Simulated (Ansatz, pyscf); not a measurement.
`[B][Cl]` [singlet] + `[NH3]` → `[NH2][BH][Cl]`, an insertion on the singlet surface: H–N broken, B–N, B–H formed. PySCF, gas phase, ωB97X-D3(BJ)/def2-SVP geometries. Wave-function energies: Ansatz (an electronic-structure program), frozen core, RHF or UHF references. In kcal/mol, from the separated reactants.

```tsv
level	barrier	reaction energy
r²SCAN/def2-TZVP	2.35	-102.16
PBE/def2-TZVP	0.29	-99.26
CCSD(T)/cc-pV(D+d)Z	15.23	-90.92
CCSDT(Q)/cc-pV(D+d)Z	[?]	[?]
CCSD(T)/cc-pV(T+d)Z	12.84	-93.06
CCSD(T)/cc-pV(Q+d)Z	[?]	-93.89
```

Task: What belongs in the gaps?

Result: 
- CCSDT(Q)/cc-pV(D+d)Z, barrier: 14.96
- CCSDT(Q)/cc-pV(D+d)Z, reaction energy: -90.70
- CCSD(T)/cc-pV(Q+d)Z, barrier: 12.03

In cc-pV(D+d)Z, going from CCSD(T) to CCSDT(Q) shifts the barrier by -0.27 and the reaction energy by +0.21 kcal/mol. With HF in the quadruple-zeta basis and the correlation energy extrapolated as X⁻³ from X = 3, 4, CCSD(T) gives 11.38 and -94.64; adding the double-zeta shift gives ΔE‡ = 11.11 and ΔE = -94.43 kcal/mol, without core correlation, relativity or geometry relaxation at these levels. On the reactant side the descent ends in an adduct with a B–N contact, 9.27 kcal/mol under the separated species and 18.04 kcal/mol under the saddle at ωB97X-D3(BJ)/def2-TZVP. What is counted as formed (B–N) is already present as a longer contact in the reactant adduct; forming that adduct is a step of its own. At ωB97X-D3(BJ)/def2-TZVP the barrier from the zero used here is 8.77 kcal/mol. This is the saddle that the search found; another between the same sides may lie lower.
